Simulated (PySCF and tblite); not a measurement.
C4H5F, numbered as in [CH:1]#[C:2][CH2:3][CH2:4][F:5].

Search: ETKDG and KDG, MMFF94s, GFN2-xTB, 90 starts; geometries at PBE0-D3(BJ)/def2-SVP. Weights use PBE0-D3(BJ)/def2-TZVP energies plus GFN2-xTB zero-point and thermal terms (modes under about 100 cm⁻¹ blended into free rotors). Symmetry numbers and mirror images are counted. Conformers within 4 kcal/mol (GFN2-xTB free energy) were kept, 7 at most. Couplings: B3LYP/pcSseg-1 with pcJ-1 on H, F (gas phase; spin-dipole term only for pairs with B, N, F, Si or P). Couplings are for ¹⁹F, ¹H; a prime marks the second kind of pair between the same two sets of atoms. (PySCF 2.14, tblite 0.8.)

Torsions listed: C2–C3–C4–F5. Of a mirror pair one member is shown.

```json
{"conformer": "1", "shape": "180°", "weight %": "70.4"}
{"conformer": "2", "shape": "63°", "weight %": "29.6"}
```

(1) Give the couplings in each conformer and the averages at 298.15 K (pairs that fast motion interchanges averaged).

Computed couplings to fluorine can be off by tens of per cent at such levels.

Answers

(1) 
| coupling | pairs | 1 | 2 | average (Hz) |
| --- | --- | --- | --- | --- |
| ³J(H3,F5) | 2 | 6.3 | 27.7 | 12.7 |
| ²J(H4,F5) | 2 | 53.5 | 53.5 | 53.5 |
| ⁴J(H1,H3) | 2 | -4.4 | -4.3 | -4.4 |
| ²J(H3,H3) | 1 | -18.4 | -19.9 | -18.8 |
| ³J(H3,H4) | 2 | 13.7 | 3.3 | 10.6 |
| ³J(H3,H4′) | 2 | 6.0 | 8.1 | 6.6 |
| ²J(H4,H4) | 1 | -10.2 | -10.1 | -10.2 |
